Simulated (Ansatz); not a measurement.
HgS (P3₂21, No. 154), treated with PBE+SOC in Ansatz (PAW).

Settings: plane-wave cutoff 520 eV, 12×12×4 k mesh (along the axes of the cell as run), Fermi–Dirac smearing 0.01 eV, PAW data made under PBE.

On both sides of the equilibrium volume: at 27.717 Å³/atom the pressure is 0.15 GPa and the direct gap at Γ 1.916 eV; at 28.848 Å³/atom they are -0.11 GPa and 2.012 eV. The fitted bulk modulus is 6.60 GPa.

### Question
Work out the volume deformation potential of this gap and its pressure coefficient, in two ways.

### Answer
a_V = dE_g/d ln V = (2.012 − 1.916)/ln(28.848/27.717) = 2.40 eV. Since dP = −B d ln V, dE_g/dP = −a_V/B = -364 meV/GPa. Straight from the pressures: (1.916 − 2.012)/(0.15 − (-0.11)) = -369 meV/GPa. At this level and over this range the gap at Γ narrows under pressure.

Note: the cell is over a tenth larger than the published one: the level's own overestimate first of all, though another phase or state, or a fault of the published cell, is possible; the bulk modulus comes from volumes at which shape and atoms were relaxed.

Ansatz is a program for electronic structure.
